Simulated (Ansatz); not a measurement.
Diamond-structure Si, treated with LDA in Ansatz (PAW).

A relaxed, unreconstructed slab of the (100) face has 12 atoms, two equal faces of 14.589 Å² each and an energy of -7299.4498 eV. A bulk cell of 4 atoms with the same orientation and in-plane k mesh has -2434.5919 eV. Energies are extrapolated to zero smearing.

Run with plane-wave cutoff 500 eV, 8×8×1 k mesh (along the axes of the cell as run), gaussian smearing 0.02 eV, scalar-relativistic PAW data made under PBE.

Worked out: γ = (E_slab − N E_bulk per atom)/2A = [-7299.4498 − 12 × (-2434.5919/4)]/(2 × 14.589) = 0.1483 eV/Å². With 16.022 J/m² per eV/Å² this is 2.38 J/m², or 2.16 eV per surface cell and face.

Ansatz is a program for electronic structure.
